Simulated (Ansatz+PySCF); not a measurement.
Results of a calculation; reference values are marked as such.
## Ansatz (development build ahead of 0.2.0) run

```yaml
crystal:
  periodic: [false, false, false]
  atoms:
    - { symbol: O, position_ang: [-0.29042, 0.0, -1.63955] }
    - { symbol: O, position_ang: [0.89128, 0.0, -1.63955] }
basis:
  gaussian: { orbitals: cc-pVTZ }
magnetization:
  spin_polarized: true
  initial_magnetization: 2
hamiltonian:
  xc: hf
correlation:
  method: ccsd_t
  frozen_orbitals: { O: 1 }
```

The input is written out in the form of the current development build from the run's settings.

The run gave:

```
Converged                       : yes
Reference energy                : -149.67860 hartree
CCSD correlation energy         : -0.43208 hartree
Triples correction              : -0.01700 hartree
Total energy                    : -150.12768 hartree
Spin squared of the determinant : 2.040
```
